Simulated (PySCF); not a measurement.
# M06-2X/def2-TZVPP run of H2O2 (hydrogen peroxide)

What is the energy change on altering one bond length of H2O2 (hydrogen peroxide) at M06-2X/def2-TZVPP? The job is set up through a Python script.

The results are computed with PySCF 2.14.0.

3 further runs of the same task are left out: 3 set aside as unsound or not needed.

### Step 1. The system as given

H2O2: 4 atoms, total charge 0, spin state singlet. As SMILES, `OO`. The shape is that of a PBE0-D4/def2-TZVP optimisation.

Bond lengths: O1–O2 1.426 Å, O1–H3 0.965 Å, O2–H4 0.965 Å. Angles: O1–O2–H4 101.1°, O2–O1–H3 101.1°.

### Step 2. The energy at M06-2X/def2-TZVPP

File job.py:

```python
from pyscf import gto, dft

mol = gto.M(
    atom=[
    ('O', (-0.486800, -0.581100, 0.030600)),
    ('O', (0.048300, 0.728400, 0.206900)),
    ('H', (0.186400, -1.117000, 0.467400)),
    ('H', (0.252100, 0.969800, -0.704900)),
],
    basis='def2-tzvpp',
    charge=0,
    max_memory=1860,
    spin=0,
    verbose=3,
)

mf = dft.RKS(mol)
mf.xc = 'm06-2x'
mf.conv_tol = 1e-10
mf.grids.level = 5
mf.kernel()
if not mf.converged:
    mf = mf.newton().run(mf.mo_coeff, mf.mo_occ)

e_final = mf.e_tot
print('E = %.10f Eh' % e_final)
```

Started as:

```bash
$ OMP_NUM_THREADS=1 python job.py
```

Output:

```text
converged SCF energy = -151.554032185428
E = -151.5540321854 Eh
```

Run time: 14 s. Hardware: 1 thread of Arm Neoverse V2, shared host; peak memory 0.47 GiB.

### Step 3. The distorted shape at the same level

File mol.xyz:

```xyz
4
H2O2
O     -1.025388    -0.152357    -0.318858
O     -0.490288     1.157143    -0.142558
H      0.186400    -1.117000     0.467400
H     -0.286488     1.398543    -1.054358
```

File calc.py:

```python
from pyscf import gto, dft

system = gto.Mole()
system.atom = 'mol.xyz'
system.verbose = 3
system.basis = 'def2-tzvpp'
system.max_memory = 1860
system.build()

calc0 = dft.RKS(system, xc='m06-2x')
calc0.conv_tol = 1e-10
calc0.grids.level = 5
calc0.kernel()
if not calc0.converged:
    calc0 = calc0.newton().run(calc0.mo_coeff, calc0.mo_occ)

energy = calc0.e_tot
print('E(%s) = %.9f' % ('M06-2X', energy))
```

Started as:

```bash
$ OMP_NUM_THREADS=1 python calc.py
```

Output:

```text
converged SCF energy = -151.411217947341
E(M06-2X) = -151.411217947
```

It took 17 s on 1 thread of Arm Neoverse V2, shared host; peak memory 0.49 GiB.

### Step 4. Summary of results

Level: M06-2X/def2-TZVPP.

| quantity | value |
| --- | --- |
| first shape: total energy | -151.55403 Eh |
| first shape: dipole moment | 1.83 D |
| first shape: HOMO energy | -10.08 eV |
| first shape: LUMO energy | 1.53 eV |
| first shape: HOMO–LUMO gap | 11.61 eV |
| distorted shape: total energy | -151.41122 Eh |
| distorted shape: dipole moment | 1.91 D |
| distorted shape: HOMO energy | -9.43 eV |
| distorted shape: LUMO energy | -2.63 eV |
| distorted shape: HOMO–LUMO gap | 6.80 eV |
| energy change with the O1–H3 bond stretched from 0.965 to 1.737 Å | 3.886 eV |

What this shows: With the O1–H3 bond stretched from 0.965 to 1.737 Å the energy rises by 3.89 eV (375 kJ/mol). The first shape isn't relaxed at this level, so the change isn't measured from a minimum. A restricted reference can't describe the breaking bond well at this length. Mulliken charges (first shape) run from -0.24 on O1 to +0.24 on H3; they depend strongly on the basis.
